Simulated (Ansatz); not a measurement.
Born–Oppenheimer molecular dynamics of AlH6OP (9 atoms, charge 0, multiplicity 1). It starts at the highest image of a converged band, a first-order saddle point between two minima.

All numbers below come from Ansatz 0.2.0, RKS PBE0-D4/6-31G*.

- ensemble: NVE (velocity Verlet)
- time step: 0.5 fs
- steps asked: 200
- starting velocities drawn for: 300 K
- seed: 10875

Frames 1 fs apart, positions in Å, forces in eV/Å.

Velocities at 5 fs (Å/ps):

```
Al -0.18 0.59 -0.69
O -2.51 -2.66 2.10
H 7.98 -8.81 19.64
H 6.87 10.41 0.84
H 10.99 -8.97 -13.58
P 0.85 0.21 -0.99
H 5.54 13.84 -2.01
H -5.02 17.12 20.50
H -7.70 -3.62 -9.97
```

```xyz
9
Properties=species:S:1:pos:R:3:forces:R:3 time_fs=5 energy_less_start_eV=0.138 T=148
Al 0.333 0.335 0.234 -0.18 -0.15 0.02
O -0.295 -0.242 1.905 0.33 0.21 -0.42
H -1.180 -0.608 2.039 -0.07 0.07 -0.16
H 1.847 0.103 -0.013 0.53 -0.13 0.01
H -0.724 0.203 -0.923 -0.29 0.01 -0.12
P 0.114 2.665 1.462 -0.93 -0.07 -0.77
H 1.486 2.747 1.162 0.15 -0.02 -0.27
H -0.479 2.959 0.147 0.63 -0.12 0.81
H -0.277 1.032 1.806 -0.16 0.20 0.92
9
Properties=species:S:1:pos:R:3:forces:R:3 time_fs=6 energy_less_start_eV=0.134 T=153
Al 0.333 0.336 0.233 -0.10 -0.18 -0.03
O -0.297 -0.245 1.907 0.54 0.37 -0.50
H -1.173 -0.616 2.058 -0.27 -0.01 -0.15
H 1.856 0.113 -0.012 0.41 -0.12 0.04
H -0.714 0.194 -0.938 -0.26 0.02 -0.07
P 0.114 2.665 1.461 -0.70 -0.14 -0.53
H 1.492 2.761 1.159 -0.01 -0.04 -0.24
H -0.481 2.975 0.171 0.52 -0.06 0.53
H -0.286 1.029 1.800 -0.15 0.17 0.96
9
Properties=species:S:1:pos:R:3:forces:R:3 time_fs=7 energy_less_start_eV=0.124 T=163
Al 0.333 0.336 0.232 0.01 -0.20 -0.08
O -0.299 -0.247 1.909 0.61 0.50 -0.54
H -1.168 -0.625 2.076 -0.33 -0.03 -0.16
H 1.869 0.121 -0.010 0.24 -0.11 0.07
H -0.707 0.185 -0.952 -0.21 0.03 0.01
P 0.115 2.665 1.460 -0.38 -0.24 -0.16
H 1.498 2.774 1.153 -0.17 -0.07 -0.19
H -0.478 2.991 0.200 0.33 0.03 0.12
H -0.296 1.028 1.804 -0.11 0.10 0.94
9
Properties=species:S:1:pos:R:3:forces:R:3 time_fs=8 energy_less_start_eV=0.120 T=167
Al 0.332 0.337 0.232 0.13 -0.19 -0.12
O -0.301 -0.249 1.910 0.51 0.58 -0.52
H -1.166 -0.634 2.092 -0.22 0.01 -0.19
H 1.885 0.129 -0.008 0.05 -0.10 0.10
H -0.702 0.177 -0.967 -0.15 0.04 0.09
P 0.115 2.666 1.459 -0.01 -0.37 0.29
H 1.503 2.787 1.145 -0.31 -0.10 -0.14
H -0.472 3.008 0.230 0.07 0.16 -0.37
H -0.306 1.028 1.816 -0.06 -0.02 0.86
9
Properties=species:S:1:pos:R:3:forces:R:3 time_fs=9 energy_less_start_eV=0.126 T=161
Al 0.332 0.337 0.231 0.23 -0.16 -0.15
O -0.302 -0.251 1.911 0.29 0.64 -0.45
H -1.166 -0.643 2.106 -0.02 0.09 -0.25
H 1.900 0.136 -0.005 -0.14 -0.09 0.13
H -0.698 0.169 -0.981 -0.08 0.04 0.18
P 0.116 2.665 1.457 0.31 -0.51 0.72
H 1.504 2.799 1.137 -0.39 -0.12 -0.08
H -0.466 3.026 0.257 -0.19 0.29 -0.82
H -0.318 1.028 1.837 0.00 -0.18 0.73
9
Properties=species:S:1:pos:R:3:forces:R:3 time_fs=10 energy_less_start_eV=0.133 T=154
Al 0.332 0.337 0.230 0.31 -0.09 -0.18
O -0.304 -0.253 1.912 0.07 0.71 -0.34
H -1.167 -0.651 2.117 0.17 0.16 -0.30
H 1.915 0.141 -0.001 -0.31 -0.09 0.15
H -0.695 0.161 -0.993 -0.02 0.05 0.26
P 0.116 2.665 1.456 0.50 -0.62 0.98
H 1.502 2.809 1.127 -0.40 -0.13 -0.04
H -0.461 3.046 0.276 -0.38 0.38 -1.11
H -0.330 1.026 1.865 0.06 -0.37 0.58
9
Properties=species:S:1:pos:R:3:forces:R:3 time_fs=11 energy_less_start_eV=0.126 T=162
Al 0.332 0.338 0.229 0.37 0.01 -0.20
O -0.305 -0.253 1.913 -0.06 0.85 -0.22
H -1.165 -0.657 2.126 0.25 0.19 -0.32
H 1.927 0.146 0.004 -0.43 -0.10 0.16
H -0.693 0.154 -1.002 0.02 0.04 0.32
P 0.117 2.665 1.456 0.49 -0.65 0.97
H 1.496 2.819 1.117 -0.32 -0.13 0.00
H -0.460 3.070 0.284 -0.44 0.38 -1.10
H -0.341 1.020 1.898 0.11 -0.59 0.41
9
Properties=species:S:1:pos:R:3:forces:R:3 time_fs=12 energy_less_start_eV=0.100 T=191
Al 0.332 0.338 0.228 0.41 0.14 -0.22
O -0.306 -0.254 1.913 -0.05 1.06 -0.11
H -1.162 -0.662 2.132 0.20 0.15 -0.31
H 1.935 0.150 0.011 -0.49 -0.11 0.16
H -0.690 0.147 -1.009 0.05 0.03 0.35
P 0.117 2.664 1.455 0.28 -0.60 0.67
H 1.487 2.827 1.107 -0.18 -0.11 0.01
H -0.462 3.098 0.282 -0.36 0.29 -0.80
H -0.350 1.008 1.935 0.16 -0.85 0.25
9
Properties=species:S:1:pos:R:3:forces:R:3 time_fs=13 energy_less_start_eV=0.062 T=232
Al 0.333 0.338 0.227 0.43 0.32 -0.24
O -0.307 -0.254 1.913 0.05 1.33 0.01
H -1.157 -0.665 2.135 0.02 0.06 -0.25
H 1.938 0.153 0.020 -0.51 -0.14 0.15
H -0.686 0.140 -1.012 0.05 0.00 0.36
P 0.118 2.663 1.455 -0.05 -0.50 0.19
H 1.476 2.834 1.098 0.00 -0.07 0.01
H -0.469 3.128 0.273 -0.17 0.12 -0.33
H -0.359 0.989 1.974 0.17 -1.13 0.10
9
Properties=species:S:1:pos:R:3:forces:R:3 time_fs=14 energy_less_start_eV=0.018 T=281
Al 0.333 0.339 0.226 0.44 0.54 -0.28
O -0.309 -0.252 1.914 0.18 1.59 0.16
H -1.151 -0.668 2.135 -0.18 -0.05 -0.18
H 1.936 0.154 0.030 -0.47 -0.17 0.14
H -0.682 0.134 -1.012 0.03 -0.03 0.35
P 0.119 2.663 1.455 -0.39 -0.38 -0.33
H 1.465 2.841 1.088 0.19 -0.01 -0.01
H -0.477 3.160 0.260 0.03 -0.07 0.16
H -0.365 0.958 2.015 0.17 -1.42 -0.01
9
Properties=species:S:1:pos:R:3:forces:R:3 time_fs=15 energy_less_start_eV=-0.046 T=352
Al 0.334 0.339 0.225 0.44 0.80 -0.32
O -0.310 -0.250 1.914 0.23 1.73 0.35
H -1.147 -0.671 2.134 -0.31 -0.12 -0.12
H 1.929 0.154 0.042 -0.37 -0.22 0.12
H -0.678 0.127 -1.008 -0.01 -0.07 0.31
P 0.120 2.662 1.455 -0.65 -0.28 -0.79
H 1.456 2.847 1.078 0.34 0.06 -0.03
H -0.484 3.191 0.249 0.22 -0.23 0.56
H -0.371 0.914 2.055 0.12 -1.67 -0.08
9
Properties=species:S:1:pos:R:3:forces:R:3 time_fs=16 energy_less_start_eV=-0.145 T=461
Al 0.334 0.340 0.223 0.42 1.10 -0.37
O -0.311 -0.247 1.915 0.13 1.52 0.56
H -1.147 -0.675 2.131 -0.29 -0.12 -0.11
H 1.920 0.152 0.054 -0.23 -0.27 0.10
H -0.674 0.119 -1.002 -0.06 -0.13 0.25
P 0.120 2.660 1.454 -0.77 -0.23 -1.17
H 1.450 2.854 1.068 0.42 0.13 -0.04
H -0.490 3.219 0.243 0.34 -0.33 0.82
H -0.375 0.855 2.095 0.05 -1.67 -0.05
```

Of the whole run (100 fs, mean temperature of the second half 661 K): The conserved energy stayed within 0.69 meV per atom of its start (net change -0.62 meV per atom), so the integration is sound. The kinetic energy rose, since the run started high on the potential surface and went downhill. A run of 0.1 ps of so small a system gives no equilibrium averages. The orbitals stay closed-shell, which can raise the energy where a bond breaks towards radicals; this wasn't checked here.

Time of the run: 4.7 min on 1 thread of Intel(R) Xeon(R) 6975P-C (Granite Rapids), with other jobs on the host, peak memory 0.14 GiB.
